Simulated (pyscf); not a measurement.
Single points on ωB97X-D3(BJ)/def2-SVP structures (PySCF, gas phase).

Q: HO–Sn(OH)(OH)–OH + H atom (H•) → HO–Sn•(OH)–OH + water (H₂O)
Surface: doublet. Broken: O–Sn. Formed: H–O. Give ΔE‡ and ΔE from ωB97M-D3(BJ)/def2-TZVP, relative to the separated reactants.

A: ΔE‡ = 9.6 kcal/mol, ΔE = -32.4 kcal/mol. Zero-point energy shifts the barrier by +0.3 kcal/mol. It is a substitution at O, with an imaginary mode of 1526i cm⁻¹. On the product side the descent ends in an adduct with a O–Sn contact (not fully relaxed), 13.0 kcal/mol under the separated species and 53.1 kcal/mol under the saddle at ωB97X-D3(BJ)/def2-TZVP. What is counted as broken (O–Sn) persists as a longer contact in the product adduct; parting that adduct is a step of its own. At ωB97X-D3(BJ)/def2-TZVP the barrier from the zero used here is 11.9 kcal/mol. This is the saddle that the search found; another between the same sides may lie lower. The angle at the attacked O is 149°. Elements past Kr carry the def2 core potentials, without spin-orbit coupling.
